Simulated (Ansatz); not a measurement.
A made-up structure of CH$_{3}$AlN (charge -1), closed shell:

C1  (-0.163, -0.544, -0.938)
N2  (0.182, 0.161, 0.033)
Al3  (0.893, 1.275, 1.279)
H4  (1.937, 2.369, 1.433)
H5  (0.215, -1.573, -1.108)
H6  (-0.251, 0.882, 2.449)
(Å)

It is relaxed with PBE-D4/def2-SVPD and then PBE0-D4/def2-TZVPD (Ansatz 0.2.0). Atoms count as bonded within 1.22 times the sum of their covalent radii (H–H: 0.88 Å). The end point is not checked to be a true minimum.

Does its bonding change? (A judgement: the text doesn't fix the answer.)

Computed: No: no bond forms or breaks.

Where it ends: The first stage lowers the energy by 0.55 eV in 9 steps. It ends as CH₃AlN ([CH][N][AlH2]), total charge -1:
C1  (-0.141, -0.478, -1.019)
N2  (0.231, 0.158, -0.014)
Al3  (0.730, 1.082, 1.387)
H4  (1.860, 2.213, 1.220)
H5  (0.338, -1.496, -1.119)
H6  (-0.205, 1.093, 2.694)
(Å)

Labels in which every atom is bracketed show which atoms are joined, not bond orders.

For scale, one of the runs: PBE0-D4/def2-TZVPD relaxation, 144 basis functions, launched by `ansatz run in.yaml --threads 2 --pin off --events-out ev --progress --plain --max-ram 4352MiB`. Hardware: 2 CPU threads of an Arm Neoverse V2, shared host. Wall time about 22 s.
